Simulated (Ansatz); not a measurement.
Worked example: vertical energy of the singlet above the triplet of CHCl (SMILES [CH]Cl)

The species is CHCl (3 atoms), meant as a triplet with charge 0. SMILES: `[CH]Cl`. The shape is that of a GFN2-xTB optimisation.

| atom | x (Å) | y (Å) | z (Å) |
| --- | --- | --- | --- |
| C | -0.2194 | -0.3459 | -0.1551 |
| Cl | 1.1660 | -0.0204 | 0.6368 |
| H | -0.9466 | 0.3663 | -0.4817 |

Both states at this one shape; open shells run unrestricted unless said. 1 Eh = 27.2114 eV.

| level | program | triplet CHCl (Eh) | singlet CHCl (Eh) |
| --- | --- | --- | --- |
| UBLYP/STO-3G | Ansatz | -493.163225 | -493.130586 |
| U-wB97X/STO-3G | Ansatz | -493.247541 | -493.207769 |

Question: Work out the vertical gap, second state less first, at each level.

Answer: 
1. UBLYP/STO-3G: -493.130586 − (-493.163225) = 0.032639 Eh = 0.89 eV.
2. U-wB97X/STO-3G: -493.207769 − (-493.247541) = 0.039772 Eh = 1.08 eV.

No measured value is set beside it here; the levels span 0.89 to 1.08 eV. Minimal sets are far from the basis-set limit.
